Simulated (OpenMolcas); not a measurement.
# AlH2F (SMILES [H][Al]([H])[F]) at 6 levels

Aim: a comparison of 6 runs (UHF/STO-3G, M06-2X/STO-3G, PBE0/STO-3G, SVWN5/STO-3G, UB3LYP/STO-3G, UPBE/STO-3G) of AlH2F. 

The calculation is run with OpenMolcas 26.06.

4 further runs of the same task are left out: 1 that didn't finish, 3 set aside as unsound or not needed.

**1. The system as given**

The species is AlH2F (4 atoms), meant as a singlet with charge 0. As SMILES, `[H][Al]([H])[F]`. The Al1–H3 distance was set to 2.292 Å, away from the relaxed value. At this shape a bond of the SMILES string is far longer than usual.

Bond lengths: Al1–F4 1.642 Å, Al1–H2 1.528 Å. Angles: H2–Al1–F4 119.2°.

**2. A single-point energy at UHF/STO-3G (run 1)**

calc.input

```
>>> EXPORT MOLCAS_PRINT=2

&GATEWAY
 BasLib
 $CurrDir
 Coord
 4
 angstrom
 Al       0.398910      -0.630415       0.011120
 H        1.926220      -0.680965       0.024260
 H       -0.738990       1.358820      -0.019420
 F       -0.448210      -2.036725       0.014580
 Basis
 STO-3G
 Group
 NoSym

&SEWARD

&SCF
 UHF
 Thresholds
 1e-10 1e-07 1e-07 1e-05
 Scramble
 0.25
 PrOrbitals
 1 1
```

The basis set STO-3G is read from a file made from the Basis Set Exchange's data (not shown).

Run with:

```sh
$ export MOLCAS_MEM=1860
$ pymolcas calc.input > calc.log
```

Output:

```text
--- Start Module: gateway ---
[...]
--- Stop Module: gateway /rc=_RC_ALL_IS_WELL_ ---
--- Start Module: seward ---
[...]
      Basis functions           16
--- Stop Module: seward /rc=_RC_ALL_IS_WELL_ ---
--- Start Module: scf ---
[...]
       Convergence after  20 Iterations
[...]
::    Total SCF energy                               -338.0885204959
[...]
      Total spin, S                                    -0.0000000000
[...]
      Total electronic charge=   24.000000
      Total            charge=   -0.000000
[...]
      Dipole Moment (debye):
      Origin of the operator (angstrom)=    0.0718   -1.1464    0.0121
                   X=  1.0948E+00               Y= -6.2970E-01               Z=  2.4819E-02           Total=  1.2632E+00
      Quadrupole Moment (debye*angstrom):
[...]
--- Stop Module: scf /rc=_RC_ALL_IS_WELL_ ---
[...]
```

It took 1.2 s on 1 thread of Intel Xeon 6975P-C (Granite Rapids), shared host; peak memory 0.37 GiB.

**3. A single-point energy at M06-2X/STO-3G (run 2)**

calc.input

```
>>> EXPORT MOLCAS_PRINT=2
&GATEWAY
BasLib=$CurrDir
Coord
4
angstrom
Al       0.398910      -0.630415       0.011120
H        1.926220      -0.680965       0.024260
H       -0.738990       1.358820      -0.019420
F       -0.448210      -2.036725       0.014580
Basis=STO-3G
Group=NoSym
&SEWARD
GridInput
Grid=UltraFine
End of Grid
&SCF
KSDFT=M062X
Thresholds=1e-10 1e-07 1e-07 1e-05
PrOrbitals=1 1
```

The basis set STO-3G is read from a file made from the Basis Set Exchange's data (not shown).

Run with:

```sh
$ export MOLCAS_MEM=1860
$ pymolcas calc.input > calc.log
```

Output:

```text
--- Start Module: gateway ---
[...]
--- Stop Module: gateway /rc=_RC_ALL_IS_WELL_ ---
--- Start Module: seward ---
[...]
      Basis functions           16
--- Stop Module: seward /rc=_RC_ALL_IS_WELL_ ---
--- Start Module: scf ---
[...]
       Convergence after  12 Iterations
[...]
::    Total KS-DFT energy                            -338.9980171758
[...]
      Total spin, S                                     0.0000000000
[...]
      Total electronic charge=   24.000000
      Total            charge=   -0.000000
[...]
      Dipole Moment (debye):
      Origin of the operator (angstrom)=    0.0718   -1.1464    0.0121
                   X=  7.4503E-01               Y= -8.3454E-01               Z=  2.1730E-02           Total=  1.1189E+00
      Quadrupole Moment (debye*angstrom):
[...]
--- Stop Module: scf /rc=_RC_ALL_IS_WELL_ ---
[...]
```

Run time: 2.6 s. Hardware: 1 thread of Intel Xeon 6975P-C (Granite Rapids), shared host; peak memory 0.37 GiB.

Runs 3 to 5 aren't shown in full; the table further down has their settings and results.

**4. A single-point energy at UPBE/STO-3G (run 6)**

calc.input

```
&GATEWAY
 BasLib=$CurrDir
 Coord
 4
 angstrom
 Al       0.398910      -0.630415       0.011120
 H        1.926220      -0.680965       0.024260
 H       -0.738990       1.358820      -0.019420
 F       -0.448210      -2.036725       0.014580
 Basis=STO-3G
 Group=NoSym

&SEWARD
 GridInput
 Grid=UltraFine
 End of Grid

&SCF
 UHF
 KSDFT=PBE
 Thresholds=1e-10 1e-07 1e-07 1e-05
 Scramble=0.25
 PrOrbitals=1 1
```

The basis set STO-3G is read from a file made from the Basis Set Exchange's data (not shown).

Run with:

```sh
$ export MOLCAS_MEM=1860
$ pymolcas calc.input > calc.log
```

Output:

```text
--- Start Module: gateway ---
[...]
--- Stop Module: gateway /rc=_RC_ALL_IS_WELL_ ---
--- Start Module: seward ---
[...]
      Basis functions           16
--- Stop Module: seward /rc=_RC_ALL_IS_WELL_ ---
--- Start Module: scf ---
[...]
       Convergence after  18 Iterations
[...]
::    Total KS-DFT energy                            -338.7573288702
[...]
      Total spin, S                                    -0.0000000000
[...]
      Total electronic charge=   24.000000
      Total            charge=   -0.000000
[...]
      Dipole Moment (debye):
      Origin of the operator (angstrom)=    0.0718   -1.1464    0.0121
                   X=  5.6960E-01               Y= -1.1671E+00               Z=  2.1832E-02           Total=  1.2989E+00
      Quadrupole Moment (debye*angstrom):
[...]
--- Stop Module: scf /rc=_RC_ALL_IS_WELL_ ---
[...]
```

Wall time 3.6 s (1 thread of Intel Xeon 6975P-C (Granite Rapids), shared host); peak memory 0.37 GiB.

**5. All runs side by side**

```csv
run,level,scramble,integration grid,energy (Eh),dipole moment (D),HOMO energy (eV),LUMO energy (eV),wall time
1,UHF/STO-3G,0.25,–,-338.088520,1.26,-6.15,7.15,1.2 s
2,M06-2X/STO-3G,–,UltraFine,-338.998017,1.12,-4.59,4.32,2.6 s
3,PBE0/STO-3G,–,UltraFine,-338.799813,1.16,-3.43,3.43,2.2 s
4,SVWN5/STO-3G,–,UltraFine,-337.244509,1.16,-2.05,2.67,2.1 s
5,UB3LYP/STO-3G,0.25,UltraFine,-339.003855,1.22,-3.28,3.10,4.2 s
6,UPBE/STO-3G,0.25,UltraFine,-338.757329,1.30,-2.16,2.54,3.6 s
```

**6. Summary of results**

```
            quantity          value
 run 6: total energy  -338.75733 Eh
run 6: dipole moment         1.30 D
  run 6: HOMO energy       -2.16 eV
  run 6: LUMO energy        2.54 eV
run 6: HOMO–LUMO gap        4.70 eV
```

**Reading.** The dipole moment (its size) runs from 1.12 D (M06-2X/STO-3G) to 1.30 D (UPBE/STO-3G). The HOMO–LUMO gap runs from 4.70 eV (UPBE/STO-3G) to 13.30 eV (UHF/STO-3G). Exact exchange widens orbital gaps. Totals of different functionals can't be ranked against each other. In runs 1, 2, 3, 4, 5, 6 the basis is minimal, so the values are rough. All runs together took 16 s, the longest 4.2 s.
